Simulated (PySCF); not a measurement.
**Where the electron goes**

Species: C4H6O.
Z-matrix (Å and degrees, GFN2-xTB geometry), rows numbered from 1:
```
C 
C   1  1.3234
O   2  1.3552  1  122.06
C   3  1.3553  2  118.52  1   179.95
C   4  1.3233  3  121.90  2   179.76
H   1  1.0728  2  120.71  3  -179.93
H   1  1.0747  2  121.25  3     0.05
H   2  1.0871  1  122.12  3   179.99
H   4  1.0871  3  115.86  2    -0.21
H   5  1.0726  4  120.85  3   179.69
H   5  1.0746  4  121.09  3    -0.19
```

Method used: TDDFT B3LYP/def2-SVPD, vertical, gas phase, core orbitals frozen in the response in PySCF 2.14.0, density-fitted response routines.

Kohn–Sham orbitals with the atoms that hold most of them (Löwdin shares over 4%, at most four atoms; ? is withheld):

```
orbital  ε (eV)                            atoms
 HOMO-3  -10.68  C5 19%, C1 19%, H11 10%, H7 10%
 HOMO-2   -9.82    O3 48%, C2 12%, C4 12%, H8 8%
 HOMO-1   -8.03                                ?
   HOMO   -6.29                                ?
   LUMO   -0.02   C5 20%, C1 20%, C4 19%, C2 19%
 LUMO+1    0.30   C2 19%, C4 19%, O3 15%, C1 13%
 LUMO+2    0.68   C2 20%, C4 20%, H8 15%, H9 15%
```

Problem. Give the leading atoms of the HOMO.

Solution. O3 (bonded to 2 C) 23%; C1 (bonded to C and 2 H) 22%; C5 (bonded to C and 2 H) 22%; C2 (bonded to C, O and H) 11%. By element: carbon 55% or more, oxygen 23%.

Problem. Give the leading atoms of the HOMO-1.

Solution. C4 (bonded to C, O and H) 23%; C2 (bonded to C, O and H) 23%; C5 (bonded to C and 2 H) 19%; C1 (bonded to C and 2 H) 19%.

Problem. How does S1 compare with the orbital gap of 6.27 eV?

Solution. S1 is at 5.96 eV (f = 0.520), 0.31 eV below the gap, made of HOMO→LUMO (95%). Without the coupling terms of the response equations the lowest excitation would equal the gap.

Problem. Give energy, strength and leading configuration of S1, S3 and S8, and follow the Löwdin shares of the leading atoms from the occupied to the empty orbital.

Solution. 
- S1 (5.96 eV, f 0.520), HOMO→LUMO (95%): O3 23% → at most 19%, C1 22% → 20%, C5 22% → 20%
- S3 (6.09 eV, f 0.017), HOMO→LUMO+1 (90%): O3 23% → 15%, C1 22% → 13%, C2 11% → 19%, C4 at most 12% → 19%
- S8 (7.79 eV, f 0.250), HOMO-1→LUMO+1 (92%): C4 23% → 19%, C2 23% → 19%

On one thread, x86-64 server (shared host), this took 9.9 s.

One conformer stands for the species.
